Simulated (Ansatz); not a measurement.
Geometry optimisation, Ansatz, RKS PBE-D4/def2-SVPD.

The input (input.yaml):

```yaml
crystal:
  periodic: [false, false, false]
  atoms:
    - { symbol: C, position_ang: [-0.8601, 0.607, -0.2413] }
    - { symbol: Si, position_ang: [0.302, -0.0554, 0.9407] }
    - { symbol: S, position_ang: [1.6235, -1.3422, -0.1299] }
    - { symbol: H, position_ang: [-1.4161, -0.1241, -0.7473] }
    - { symbol: H, position_ang: [-0.4079, 1.2264, -1.0524] }
    - { symbol: H, position_ang: [-1.6156, 1.3333, 0.2508] }
    - { symbol: H, position_ang: [2.4354, -1.713, 0.9336] }
basis:
  gaussian: { orbitals: def2-SVPD }
hamiltonian:
  xc: pbe
  dispersion: d4
relax:
  f_tol: 0.015
  max_steps: 40
```

Run as:

```bash
$ ansatz run input.yaml --threads 2 --pin off --max-ram 3072MiB --backend cpu --events-out ev --progress --plain --runs-dir out
```

Task: Where does it end, and by what steps?

Result: The forces met the threshold. The force dipped under the threshold on the way, but the program's further checks kept it going. After 18 steps the energy has fallen by 0.420 eV; Si2 moved furthest, 0.43 Å.

| step | energy less start (eV) | largest force component (eV/Å) | accepted |
| --- | --- | --- | --- |
| 0 | 0.0000 | 3.260 | yes |
| 1 | -0.3057 | 1.515 | yes |
| 2 | -0.3989 | 0.539 | yes |
| 3 | -0.4086 | 0.229 | yes |
| 4 | -0.4137 | 0.026 | yes |
| 5 | -0.4137 | 0.004 | yes |
| 6 | -0.4138 | 0.042 | yes |
| 7 | -0.4139 | 0.048 | yes |
| 8 | -0.3933 | 0.592 | no |
| 9 | -0.4146 | 0.006 | yes |
| 10 | -0.4150 | 0.039 | yes |
| 11 | -0.4039 | 0.517 | no |
| 12 | -0.4164 | 0.010 | yes |
| 13 | -0.4172 | 0.097 | yes |
| 14 | -0.4178 | 0.078 | yes |
| 15 | -0.4185 | 0.028 | yes |
| 16 | -0.4188 | 0.074 | yes |
| 17 | -0.4191 | 0.046 | yes |
| 18 | -0.4196 | 0.006 | yes |

```xyz
7
Properties=species:S:1:pos:R:3
C -0.834 0.629 -0.269
Si 0.572 0.273 0.995
S 1.313 -1.499 -0.014
H -1.164 -0.213 -0.908
H -0.466 1.438 -0.940
H -1.715 1.053 0.256
H 2.354 -1.749 0.833
```

Whether the end is a true minimum wasn't checked by a vibrational analysis.

Run time: 25 s on 2 threads of AMD EPYC 7R43 64-Core Processor (Zen 3), with other jobs on the host, peak memory 0.15 GiB.
